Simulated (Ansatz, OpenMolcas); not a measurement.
# A ladder of methods for CHP (methylidynephosphane)

The species is CHP (3 atoms), meant as a singlet with charge 0. SMILES: `C#P`. The coordinates come from a GFN2-xTB relaxation.

```xyz
3

C    -0.1371    0.0598   -0.0664
P     1.1492   -0.5127    0.5742
H    -1.0121    0.4528   -0.5078
```

Each level gives the vertical energy of the triplet above the singlet (eV). The values are calculated.

```json
{"level": "HF/STO-3G, open shells restricted", "kind": "Hartree–Fock", "program": "OpenMolcas", "value (eV)": "2.95", "less FCI/STO-3G": "-1.12"}
{"level": "r2SCAN0/STO-3G", "kind": "hybrid meta-GGA", "program": "Ansatz", "value (eV)": "4.05", "less FCI/STO-3G": "-0.02"}
{"level": "B2PLYP/STO-3G", "kind": "double hybrid", "program": "Ansatz", "value (eV)": "4.75", "less FCI/STO-3G": "+0.68"}
{"level": "CASPT2(4,4)/STO-3G", "kind": "multireference", "program": "OpenMolcas", "value (eV)": "4.14", "less FCI/STO-3G": "+0.07"}
{"level": "CASSCF(4,4)/STO-3G", "kind": "multireference", "program": "OpenMolcas", "value (eV)": "4.01", "less FCI/STO-3G": "-0.06"}
{"level": "CCSDT(Q)/STO-3G", "kind": "coupled cluster or CI", "program": "Ansatz", "value (eV)": "4.05", "less FCI/STO-3G": "-0.02"}
{"level": "CCSDT/STO-3G", "kind": "coupled cluster or CI", "program": "Ansatz", "value (eV)": "3.94", "less FCI/STO-3G": "-0.13"}
{"level": "FCI/STO-3G, open shells restricted", "kind": "exact in the basis", "program": "OpenMolcas", "value (eV)": "4.07", "less FCI/STO-3G": "0.00"}
```

FCI/STO-3G, open shells restricted is exact within its basis and frozen core, so for wave-function methods in that basis the difference is their error; functionals converge differently with the basis, so for them it is only a difference. The values span 2.95 to 4.75 eV. Spin contamination of the reference (⟨S²⟩ at least 0.1 too high) touches CCSDT(Q)/STO-3G, CCSDT/STO-3G. All rows use very small basis sets, so none should be taken for the real molecule's value.
